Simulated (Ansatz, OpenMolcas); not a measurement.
Errors in the dipole moment

6 molecules with nitrogen; the dipole moment in D, computed less measured. Shapes, held fixed at every level: PBE0-D4/def2-TZVP. No vibrational averaging. Dipoles are compared by magnitude; molecules under 1 D, whose direction can flip, are left out. Programs: Ansatz 0.2.0, OpenMolcas 26.06. A level may come from different programs for different species; with the same settings they agree closely. Measured values: NIST CCCBDB.

Levels: A = PBE/STO-3G; B = PBE-D4/def2-TZVPP; C = r2SCAN-D4/def2-TZVPP; D = B3LYP-D4/def2-TZVPP.

| molecule | measured | A | B | C | D |
| --- | --- | --- | --- | --- | --- |
| HCN (SMILES C#N) | 2.98 | -0.71 | -0.06 | +0.04 | +0.05 |
| HNC (hydrogen isocyanide) | 3.05 | -0.35 | +0.09 | +0.09 | +0.03 |
| NOF (nitrosyl fluoride) | 1.81 | -1.43 | -0.55 | -0.48 | -0.42 |
| NH3 (ammonia) | 1.47 | +0.33 | +0.10 | +0.12 | +0.13 |
| CH3N (methanimine) | 2.00 | -0.29 | -0.11 | -0.04 | -0.01 |
| C4H5N (pyrrole) | 1.84 | +0.22 | +0.09 | +0.10 | +0.07 |

Q: Which level does best on this set, which worst, and which err to one side?

A: 
| level | kind | mean error | mean absolute error | worst case |
| --- | --- | --- | --- | --- |
| PBE/STO-3G | GGA | -0.372 | 0.555 | NOF |
| PBE-D4/def2-TZVPP | GGA | -0.073 | 0.167 | NOF |
| r2SCAN-D4/def2-TZVPP | meta-GGA | -0.028 | 0.145 | NOF |
| B3LYP-D4/def2-TZVPP | global hybrid | -0.025 | 0.118 | NOF |

On this set B3LYP-D4/def2-TZVPP has the smallest mean absolute error and PBE/STO-3G the largest. PBE/STO-3G is too low in 4 of 6; r2SCAN-D4/def2-TZVPP is too high in 4 of 6; B3LYP-D4/def2-TZVPP is too high in 4 of 6. All levels miss NOF on one side, which points to its shape or to the tabulated value. The levels differ in basis as well as in method. The tabulated values of NOF, C4H5N are in doubt (older tables, estimates, or at odds with other calculations) and kept here. Over the 4 molecules whose values aren't doubted the mean absolute errors are A 0.420; B 0.090; C 0.072; D 0.055. The smallest two are near a tie. The set is small.
